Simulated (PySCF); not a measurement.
fluorine cation (F₂), SMILES FF (connectivity only; charge and spin as stated), charge +1, multiplicity 2.

Geometry: PBE0-D3(BJ)/def2-TZVPD. The multiplicity is an assumed one; other spin states were not compared.

Computed with SMD-PBE0/def2-SVP in PySCF.

Solvation free energies are E(SMD) − E(gas) at the gas-phase geometry, for 1 M in both phases.

Computed solvation free energies in water, N,N-dimethylformamide, acetone:
| solvent | ΔG(solv) (kcal/mol) | its non-electrostatic (CDS) part |
|---|---|---|
| water | -81.0 | 2.2 |
| N,N-dimethylformamide | -81.0 | 1.0 |
| acetone | -79.5 | 0.7 |
